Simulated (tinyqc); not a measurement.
Inside a calculation. Method: G0W0 on RHF in the sto-3g basis, for H2O, spin multiplicity 1. One step of it, computed by the program tinyqc.

Question. Screening: direct RPA. With D = e_a - e_i and K = (ia|jb): diagonalise D^(1/2) (D + 4K) D^(1/2) = Z w^2 Z^T; X + Y = D^(1/2) Z w^(-1/2), each column of Z with its largest component positive (the first on a tie); E_c = (sum w - tr (D + 2K)) / 2.

orbital energies (hartree): MO1 -20.260566, MO2 -1.252429, MO3 -0.572086, MO4 -0.469871, MO5 -0.395033, MO6 0.567703, MO7 0.653173

Two-electron integrals over orbitals (pq|rs), unique and non-zero (hartree):
```
(11|11) 4.745584    (21|11) -0.419508   (21|21) 0.058876    (22|11) 1.007578
(22|21) -0.013484   (22|22) 0.727187    (31|31) 0.011321    (32|31) 0.017812
(32|32) 0.138647    (33|11) 0.795666    (33|21) -0.004603   (33|22) 0.639444
(33|33) 0.623061    (41|11) 0.187946    (41|21) -0.023637   (41|22) 0.015387
(41|33) 0.006479    (41|41) 0.026618    (42|11) -0.145215   (42|21) 0.009235
(42|22) -0.006110   (42|33) 0.004479    (42|41) 0.017125    (42|42) 0.125868
(43|31) -0.003702   (43|32) 0.020791    (43|43) 0.051603    (44|11) 0.961427
(44|21) -0.012644   (44|22) 0.663377    (44|33) 0.587314    (44|41) -0.009680
(44|42) -0.099288   (44|44) 0.738729    (51|51) 0.026006    (52|51) 0.032612
(52|52) 0.145748    (53|53) 0.028393    (54|51) -0.013682   (54|52) -0.048716
(54|54) 0.054060    (55|11) 1.115347    (55|21) -0.011804   (55|22) 0.748495
(55|33) 0.623741    (55|41) 0.005279    (55|42) -0.078047   (55|44) 0.707986
(55|55) 0.880159    (61|11) -0.215241   (61|21) 0.032803    (61|22) 0.000091
(61|33) 0.000829    (61|41) 0.000787    (61|42) 0.021149    (61|44) -0.018550
(61|55) -0.005672   (61|61) 0.029682    (62|11) 0.291855    (62|21) -0.005950
(62|22) 0.141058    (62|33) 0.077348    (62|41) 0.018869    (62|42) 0.023071
(62|44) 0.071963    (62|55) 0.151762    (62|61) 0.009688    (62|62) 0.101128
(63|31) 0.003452    (63|32) -0.031502   (63|43) -0.029995   (63|63) 0.065520
(64|11) 0.246881    (64|21) -0.003141   (64|22) 0.106148    (64|33) 0.048133
(64|41) 0.000254    (64|42) -0.049894   (64|44) 0.130351    (64|55) 0.133677
(64|61) -0.002502   (64|62) 0.058162    (64|64) 0.086353    (65|51) 0.014209
(65|52) 0.054481    (65|54) 0.001370    (65|65) 0.036924    (66|11) 0.816734
(66|21) -0.007328   (66|22) 0.617525    (66|33) 0.569534    (66|41) 0.019910
(66|42) 0.051193    (66|44) 0.555527    (66|55) 0.594818    (66|61) 0.009531
(66|62) 0.101324    (66|64) 0.049345    (66|66) 0.602447    (71|31) 0.014825
(71|32) 0.021984    (71|43) -0.004973   (71|63) 0.003966    (71|71) 0.019456
(72|31) 0.014123    (72|32) 0.043502    (72|43) -0.036208   (72|63) 0.034353
(72|71) 0.017618    (72|72) 0.063108    (73|11) 0.361829    (73|21) -0.007319
(73|22) 0.141742    (73|33) 0.089604    (73|41) -0.000646   (73|42) -0.083545
(73|44) 0.146007    (73|55) 0.192463    (73|61) -0.006788   (73|62) 0.072479
(73|64) 0.092884    (73|66) 0.041499    (73|73) 0.158445    (74|31) -0.009647
(74|32) -0.078898   (74|43) -0.005023   (74|63) 0.046593    (74|71) -0.012502
(74|72) -0.015147   (74|74) 0.073318    (75|53) 0.023602    (75|75) 0.023718
(76|31) 0.008224    (76|32) 0.089931    (76|43) 0.053019    (76|63) -0.057590
(76|71) 0.010318    (76|72) -0.011257   (76|74) -0.060305   (76|76) 0.109626
(77|11) 0.838734    (77|21) -0.008587   (77|22) 0.614252    (77|33) 0.600577
(77|41) 0.004377    (77|42) -0.011356   (77|44) 0.589849    (77|55) 0.611269
(77|61) -0.003767   (77|62) 0.063905    (77|64) 0.042006    (77|66) 0.564960
(77|73) 0.083090    (77|77) 0.605889
```

Give: D^(1/2) (D + 4K) D^(1/2); excitation energies w; X + Y; RPA correlation energy.

Answer.

D^(1/2) (D + 4K) D^(1/2) (hartree^2), lower triangle:
```
          1>6       1>7     2>6      2>7     3>6     3>7     4>6     4>7
1>6  436.2897
1>7    0.0000  439.0121
2>6    0.2386    0.0000  4.0491
2>7    0.0000    0.4449  0.0000   4.1124
3>6    0.0000    0.0775  0.0000   0.2025  1.5978
3>7   -0.1372    0.0000  0.4329   0.0000  0.0000  2.2778
4>6   -0.0465    0.0000  0.3197   0.0000  0.0000  0.4189  1.4349
4>7    0.0000   -0.2424  0.0000  -0.0886  0.2109  0.0000  0.0000  1.5906
5>6    0.0000    0.0000  0.0000   0.0000  0.0000  0.0000  0.0000  0.0000
5>7    0.0000    0.0000  0.0000   0.0000  0.0000  0.0000  0.0000  0.0000

        5>6     5>7
5>6  1.0691
5>7  0.0000  1.1982
```

excitation energies w (hartree): 1.0339  1.0946  1.1205  1.1695  1.3425  1.5154  2.0323  2.0518  20.8876  20.9526

X + Y:
```
          1       2        3        4        5        6        7        8
1>6  0.0000  0.0000   0.0001   0.0000   0.0000   0.0018   0.0000  -0.0014
1>7  0.0000  0.0000   0.0000  -0.0019   0.0012   0.0000  -0.0034   0.0000
2>6  0.0000  0.0000  -0.0647   0.0000   0.0000  -0.3101   0.0000   0.9021
2>7  0.0000  0.0000   0.0000  -0.0956  -0.0407   0.0000   0.9650   0.0000
3>6  0.0000  0.0000   0.0000   0.6999   0.6459   0.0000   0.0579   0.0000
3>7  0.0000  0.0000  -0.3767   0.0000   0.0000   0.8090   0.0000   0.1906
4>6  0.0000  0.0000   0.8964   0.0000   0.0000   0.2751   0.0000   0.1050
4>7  0.0000  0.0000   0.0000  -0.6872   0.6515   0.0000  -0.0210   0.0000
5>6  0.9649  0.0000   0.0000   0.0000   0.0000   0.0000   0.0000   0.0000
5>7  0.0000  0.9786   0.0000   0.0000   0.0000   0.0000   0.0000   0.0000

           9       10
1>6   0.9986   0.0000
1>7   0.0000   0.9991
2>6   0.0002   0.0000
2>7   0.0000   0.0003
3>6   0.0000   0.0000
3>7  -0.0001   0.0000
4>6   0.0000   0.0000
4>7   0.0000  -0.0001
5>6   0.0000   0.0000
5>7   0.0000   0.0000
```

RPA correlation energy = -0.059479 hartree
